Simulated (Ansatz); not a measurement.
System: CsCl-type TlCl. Method: PBEsol+SOC (PAW; Ansatz, an electronic-structure program).

Run with plane-wave cutoff 520 eV, 10×10×10 k mesh, Fermi–Dirac smearing 0.01 eV, PAW data made under PBE.

A third-order Birch–Murnaghan fit to the energies gives V0 = 26.577 Å³/atom, B0 = 30.6 GPa, B′ = 5.2.

```json
[
 {"V (Å³/atom)": "24.967", "P (GPa)": "…"},
 {"V (Å³/atom)": "25.499", "P (GPa)": "1.411"},
 {"V (Å³/atom)": "26.030", "P (GPa)": "0.672"},
 {"V (Å³/atom)": "26.561", "P (GPa)": "0.019"},
 {"V (Å³/atom)": "27.092", "P (GPa)": "-0.559"},
 {"V (Å³/atom)": "27.624", "P (GPa)": "…"},
 {"V (Å³/atom)": "28.155", "P (GPa)": "-1.518"}
]
```

Estimate the withheld pressures from this fit; the answers are the runs' own values.


- 24.967, P (GPa): 2.246
- 27.624, P (GPa): -1.068

The formula P = (3/2) B0 (x^(7/3) − x^(5/3)) [1 + (3/4)(B′ − 4)(x^(2/3) − 1)] with x = V0/V meets the computed pressures within 0.01 GPa when these rounded values are put in.

Measured, for comparison: equilibrium volume per atom 28.35 Å³/atom (temperature not stated, no zero-point or thermal correction; as tabulated in Wikipedia's data pages). Computed (rounded) less measured: equilibrium volume per atom -6.2 %.

Static lattice: no zero-point or thermal effects.
